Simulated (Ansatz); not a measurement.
A calculation with Ansatz (development build ahead of 0.2.0).

```yaml
crystal:
  periodic: [false, false, false]
  atoms:
    - { symbol: C, position_ang: [0.68304, 0.74503, 0.02831] }
    - { symbol: C, position_ang: [-0.62501, 0.76815, -0.02086] }
    - { symbol: C, position_ang: [-0.63908, -0.81561, 0.02514] }
    - { symbol: C, position_ang: [0.64262, -0.7757, -0.04249] }
    - { symbol: H, position_ang: [1.47939, 1.55166, 0.03179] }
    - { symbol: H, position_ang: [-1.44812, 1.59219, -0.03046] }
    - { symbol: H, position_ang: [-1.4277, -1.57429, 0.0434] }
    - { symbol: H, position_ang: [1.42401, -1.54998, 0.04698] }
basis:
  gaussian: { orbitals: cc-pVTZ }
hamiltonian:
  xc: hf
```

The input is written out in the form of the current development build from the run's settings.

Results

```
Converged                       : yes
Total energy                    : -153.68351 hartree
Spin squared of the determinant : 0.000
```

Caution: in another basis set an unrestricted determinant lies well below.
